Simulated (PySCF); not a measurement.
Isomers of C4H7 (doublet state), one GFN2-xTB conformer each. Single-point energies are computed at B3LYP/pcH-1 (PySCF, gas phase, no added dispersion term), electronic only. GFN2-xTB treats the open shell by occupation alone, and not every SCF solution was tested for stability.

| SMILES | GFN2-xTB relative energy (kJ/mol) |
| --- | --- |
| C[C@@H]1[CH]C1 | 6.2 |
| C=[C]CC | 11.9 |
| [H]/[C]=C\CC | 30.9 |
| C/[C]=C\C | 0.0 |

Conformers: `[CH2:1]=[C:2][CH2:3][CH3:4]` (doublet state) with C1–C2–C3–C4 0°; `[H]/[C:1]=[CH:2]\[CH2:3][CH3:4]` (doublet state) with C1–C2–C3–C4 -121°.

Q: What does B3LYP/pcH-1 give for the same structures?

A: 
```
        SMILES  B3LYP/pcH-1 E (Eh)  B3LYP/pcH-1 (kJ/mol)  GFN2-xTB (kJ/mol)  point group
     C/[C]=C\C          -156.56266                   0.0                0.0      near Cs
       C=[C]CC          -156.55968                   7.8               11.9           Cs
  [H]/[C]=C\CC          -156.55214                  27.6               30.9           C1
C[C@@H]1[CH]C1          -156.54706                  41.0                6.2            –
```

Both levels put the same isomer lowest; measured from each level's own lowest isomer, the values differ by up to 34.8 kJ/mol (C[C@@H]1[CH]C1: 6.2 against 41.0). As drawn, the highest has a three-membered ring, which the lowest lacks. Neighbours under 21 kJ/mol apart (C/[C]=C\C and C=[C]CC; C=[C]CC and [H]/[C]=C\CC; [H]/[C]=C\CC and C[C@@H]1[CH]C1) can change places with a better method, another conformer or zero-point energy.

Q: As an exercise, what shares would exp(−E/RT) give at 500 K from these electronic energies alone (no entropy, no degeneracies)?

A: RT = 4.157 kJ/mol: C/[C]=C\C 86.7 %, C=[C]CC 13.2 %, [H]/[C]=C\CC 0.1 %, C[C@@H]1[CH]C1 under 0.1 %.
